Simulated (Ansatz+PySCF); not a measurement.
A calculation with Ansatz (development build ahead of 0.2.0).

```yaml
crystal:
  periodic: [false, false, false]
  atoms:
    - { symbol: C, position_ang: [0.0, 0.0, -0.66531] }
    - { symbol: C, position_ang: [0.0, 0.0, 3.32655] }
    - { symbol: H, position_ang: [0.0, -0.93114, -1.24031] }
    - { symbol: H, position_ang: [0.0, 0.93114, -1.24031] }
    - { symbol: H, position_ang: [0.0, -0.93114, 3.90156] }
    - { symbol: H, position_ang: [0.0, 0.93114, 3.90156] }
basis:
  gaussian: { orbitals: STO-3G }
hamiltonian:
  xc: hf
```

The input is written out in the form of the current development build from the run's settings.

Output:

| Quantity | Value |
| --- | --- |
| Converged | yes |
| Total energy | -76.72211 hartree |
| Spin squared of the determinant | 0.000 |
| Stability test | minimum among restricted orbitals |
| Occupied orbitals by symmetry in an Abelian subgroup (alpha; beta) | 3 Ag 3 B1u 1 B2u 1 B3g; 3 Ag 3 B1u 1 B2u 1 B3g |

Caution: an unrestricted determinant lies well below.
